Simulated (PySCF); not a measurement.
**How methods differ on the ionisation energy of Mg**

Mg [Ne] 3s2 (1S) → Mg⁺ [Ne] 3s1 (2S), as a difference of total energies. All numbers are calculated (PySCF 2.14, the spin-free X2C one-electron Hamiltonian (Gaussian nucleus), in x2c-TZVPall (5s4p3d, 32 functions)). Correlated levels: valence: [Ne] frozen. The calculations carry no spin-orbit coupling.

| method | ionisation energy (eV) | error (eV) |
| --- | --- | --- |
| UHF | 6.621 | -1.025 |
| B3LYP | 7.755 | +0.109 |
| r2SCAN | 7.377 | -0.269 |
| MP2 (valence) | 7.211 | -0.435 |
| SCS-MP2 (valence) | 7.329 | -0.317 |
| CCSD (valence) | 7.510 | -0.136 |

Reference: 7.646 eV (measured; NIST Atomic Spectra Database, ionization energies).

Errors of the correlated levels include the incompleteness of this basis and the frozen core.

With two correlated electrons CCSD is exact in that space.
